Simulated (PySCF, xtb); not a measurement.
propane (C3H8), SMILES CCC.

GFN2-xTB (xtb) at its own geometry gives an orbital gap of 14.58 eV and a dipole moment of 0.02 D.

Geometry optimised at ωB97X-D3(BJ)/def2-SVP.

Q: What does PySCF with M06-2X/def2-TZVPD give? (The exact figures need the calculation; the answer reports its results.)

A: gap 11.06 eV (levels -10.44 and 0.62 eV), dipole 0.09 D.
